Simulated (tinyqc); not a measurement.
G0W0 on RHF in the sto-6g basis, for H2O, spin multiplicity 1, step by step (part 2 of 2). Computed by tinyqc, a small Python program that keeps every step (integrals from PySCF). Command: `OMP_NUM_THREADS=1 python tinyqc.py 21477 21478 out.jsonl` (the two numbers bound the seeds that draw the settings). One thread of a shared host (Intel(R) Xeon(R) Processor @ 2.60GHz), about 0.2 s of CPU time with the checks.

Geometry (angstrom):
```
atom         x          y         z
O     0.000000   0.000000  0.000000
H     0.000000   0.922000  0.614000
H     0.000000  -0.922000  0.614000
```

## Screening: direct RPA

orbital energies (hartree): MO1 -20.512585, MO2 -1.206664, MO3 -0.557672, MO4 -0.420918, MO5 -0.386053, MO6 0.444558, MO7 0.594676

Two-electron integrals over orbitals (pq|rs), unique and non-zero (hartree):
```
(11|11) 4.763329    (21|11) -0.440142   (21|21) 0.065555    (22|11) 1.035912
(22|21) -0.016535   (22|22) 0.725372    (31|31) 0.010512    (32|31) 0.016386
(32|32) 0.130484    (33|11) 0.755584    (33|21) -0.004321   (33|22) 0.611710
(33|33) 0.590661    (41|11) 0.162675    (41|21) -0.022548   (41|22) 0.012066
(41|33) 0.004893    (41|41) 0.025573    (42|11) -0.146457   (42|21) 0.008235
(42|22) -0.024980   (42|33) 0.003644    (42|41) 0.019491    (42|42) 0.131061
(43|31) -0.002175   (43|32) 0.029035    (43|43) 0.054216    (44|11) 0.954529
(44|21) -0.011231   (44|22) 0.670352    (44|33) 0.566724    (44|41) -0.009533
(44|42) -0.097172   (44|44) 0.718180    (51|51) 0.026659    (52|51) 0.033194
(52|52) 0.151280    (53|53) 0.026059    (54|51) -0.011322   (54|52) -0.041875
(54|54) 0.048108    (55|11) 1.117098    (55|21) -0.011602   (55|22) 0.757135
(55|33) 0.598560    (55|41) 0.004013    (55|42) -0.076780   (55|44) 0.699824
(55|55) 0.880663    (61|11) 0.212533    (61|21) -0.033428   (61|22) 0.003574
(61|33) -0.000290   (61|41) -0.002045   (61|42) -0.020461   (61|44) 0.015282
(61|55) 0.005221    (61|61) 0.027365    (62|11) -0.277413   (62|21) 0.007213
(62|22) -0.131750   (62|33) -0.062940   (62|41) -0.018382   (62|42) -0.032343
(62|44) -0.070359   (62|55) -0.143446   (62|61) 0.008229    (62|62) 0.093871
(63|31) -0.002284   (63|32) 0.042821    (63|43) 0.039741    (63|63) 0.081398
(64|11) -0.258996   (64|21) 0.002705    (64|22) -0.125753   (64|33) -0.045809
(64|41) -0.002114   (64|42) 0.039258    (64|44) -0.130619   (64|55) -0.144525
(64|61) -0.000334   (64|62) 0.063258    (64|64) 0.091244    (65|51) -0.013510
(65|52) -0.052584   (65|54) -0.005304   (65|65) 0.033964    (66|11) 0.766591
(66|21) -0.007452   (66|22) 0.584177    (66|33) 0.544196    (66|41) 0.017833
(66|42) 0.050285    (66|44) 0.537916    (66|55) 0.568529    (66|61) -0.007892
(66|62) -0.087171   (66|64) -0.049069   (66|66) 0.573498    (71|31) 0.014777
(71|32) 0.021916    (71|43) -0.003165   (71|63) -0.002857   (71|71) 0.020800
(72|31) 0.014829    (72|32) 0.056094    (72|43) -0.027617   (72|63) -0.028936
(72|71) 0.019954    (72|72) 0.069105    (73|11) 0.373311    (73|21) -0.006687
(73|22) 0.168784    (73|33) 0.089020    (73|41) -0.000320   (73|42) -0.072481
(73|44) 0.150092    (73|55) 0.203863    (73|61) 0.005220    (73|62) -0.070512
(73|64) -0.096434   (73|66) 0.042173    (73|73) 0.157273    (74|31) -0.007802
(74|32) -0.069705   (74|43) -0.011515   (74|63) -0.055761   (74|71) -0.010854
(74|72) -0.017769   (74|74) 0.067887    (75|53) 0.024002    (75|75) 0.025633
(76|31) -0.007954   (76|32) -0.089255   (76|43) -0.062312   (76|63) -0.073395
(76|71) -0.010768   (76|72) 0.001281    (76|74) 0.059710    (76|76) 0.117608
(77|11) 0.851725    (77|21) -0.008883   (77|22) 0.612609    (77|33) 0.582199
(77|41) 0.003291    (77|42) -0.021053   (77|44) 0.585177    (77|55) 0.614314
(77|61) 0.003980    (77|62) -0.063479   (77|64) -0.051965   (77|66) 0.546923
(77|73) 0.102092    (77|77) 0.600905
```

With D = e_a - e_i and K = (ia|jb): diagonalise D^(1/2) (D + 4K) D^(1/2) = Z w^2 Z^T; X + Y = D^(1/2) Z w^(-1/2), each column of Z with its largest component positive (the first on a tie); E_c = (sum w - tr (D + 2K)) / 2.

D^(1/2) (D + 4K) D^(1/2) (hartree^2):
```
            1>6         1>7        2>6        2>7        3>6        3>7        4>6        4>7
1>6  441.495839    0.000000   0.193643   0.000000   0.000000   0.102619  -0.005688   0.000000
1>7    0.000000  447.272631   0.000000   0.492167  -0.052553   0.000000   0.000000  -0.201019
2>6    0.193643    0.000000   3.346543   0.000000   0.000000  -0.389063   0.302488   0.000000
2>7    0.000000    0.492167   0.000000   3.742755  -0.155516   0.000000   0.000000  -0.096138
3>6    0.000000   -0.052553   0.000000  -0.155516   1.330783   0.000000   0.000000  -0.225027
3>7    0.102619    0.000000  -0.389063   0.000000   0.000000   2.052839  -0.385222   0.000000
4>6   -0.005688    0.000000   0.302488   0.000000   0.000000  -0.385222   1.064930   0.000000
4>7    0.000000   -0.201019   0.000000  -0.096138  -0.225027   0.000000   0.000000   1.307216
5>6    0.000000    0.000000   0.000000   0.000000   0.000000   0.000000   0.000000   0.000000
5>7    0.000000    0.000000   0.000000   0.000000   0.000000   0.000000   0.000000   0.000000

          5>6       5>7
1>6  0.000000  0.000000
1>7  0.000000  0.000000
2>6  0.000000  0.000000
2>7  0.000000  0.000000
3>6  0.000000  0.000000
3>7  0.000000  0.000000
4>6  0.000000  0.000000
4>7  0.000000  0.000000
5>6  0.802758  0.000000
5>7  0.000000  1.062387
```

excitation energies w (hartree): 0.895968  0.959781  1.030722  1.040120  1.242316  1.422575  1.875980  1.937760  21.011805  21.148836

X + Y:
```
            1          2         3         4          5          6          7          8
1>6  0.000000  -0.000124  0.000000  0.000000   0.000000  -0.001380  -0.001156   0.000000
1>7  0.000000   0.000000  0.000000  0.001497  -0.001034   0.000000   0.000000  -0.003727
2>6  0.000000  -0.092602  0.000000  0.000000   0.000000   0.352271   0.884139   0.000000
2>7  0.000000   0.000000  0.000000  0.087311   0.024815   0.000000   0.000000   0.961827
3>6  0.000000   0.000000  0.000000  0.678923   0.646404   0.000000   0.000000  -0.043772
3>7  0.000000   0.328290  0.000000  0.000000   0.000000   0.817293  -0.229343   0.000000
4>6  0.000000   0.903496  0.000000  0.000000   0.000000  -0.204115   0.110084   0.000000
4>7  0.000000   0.000000  0.000000  0.710661  -0.627490   0.000000   0.000000  -0.024248
5>6  0.962837   0.000000  0.000000  0.000000   0.000000   0.000000   0.000000   0.000000
5>7  0.000000   0.000000  0.975447  0.000000   0.000000   0.000000   0.000000   0.000000

             9         10
1>6   0.998698   0.000000
1>7   0.000000   0.999016
2>6   0.000124   0.000000
2>7   0.000000   0.000324
3>6   0.000000  -0.000026
3>7   0.000055   0.000000
4>6  -0.000003   0.000000
4>7   0.000000  -0.000099
5>6   0.000000   0.000000
5>7   0.000000   0.000000
```

RPA correlation energy = -0.06758891 hartree

## G0W0 on Hartree-Fock: HOMO

W(p,q,m) = sqrt2 sum_ia (pq|ia) (X+Y)_ia,m; Sigma_c(x) = sum_(i,m) W^2/(x - e_i + w_m) + sum_(a,m) W^2/(x - e_a - w_m); solve x = e_p + Sigma_c(x) by Newton steps; Z = 1/(1 - dSigma/dx); 1 hartree = 27.211386 eV.

The 12 largest terms at x = e_p (hartree; W for the signs of X + Y given):
```
q  m          W       term
5  7  -0.267989   0.038283
5  6   0.205876   0.029795
5  2  -0.071231   0.005287
2  1  -0.071601   0.002987
6  1   0.046247  -0.001239
3  3   0.033111   0.000912
7  3   0.035361  -0.000622
4  1  -0.007222   0.000056
1  1  -0.018396   0.000016
5  9   0.007366   2.58e-06
```

Newton steps (hartree):
```
step          x  Sigma_c(x)         Z
0     -0.386053    0.075477  0.951978
1     -0.314201    0.072012  0.955914
2     -0.314048    0.072005  0.955921
3     -0.314048    0.072005  0.955921
```

quasiparticle energy of the HOMO = -8.545687 eV

Hartree-Fock value = -10.505032 eV

## G0W0 on Hartree-Fock: LUMO

As before.

The 12 largest terms at x = e_p (hartree; W for the signs of X + Y given):
```
q  m          W       term
7  5  -0.120021  -0.010345
6  7  -0.130300  -0.009050
3  5   0.122882   0.006727
2  7   0.150077   0.006386
4  7   0.124579   0.005661
4  6  -0.106285   0.004937
4  2   0.063530   0.002211
5  1   0.046247   0.001239
6  2  -0.031701  -0.001047
2  6  -0.053011   0.000914
3  8  -0.042471   0.000614
2  2   0.035796   0.000491
```

Newton steps (hartree):
```
step         x  Sigma_c(x)         Z
0     0.444558    0.008573  0.975277
1     0.452920    0.008361  0.975206
2     0.452919    0.008361  0.975206
```

quasiparticle energy of the LUMO = 12.324563 eV

Hartree-Fock value = 12.097050 eV
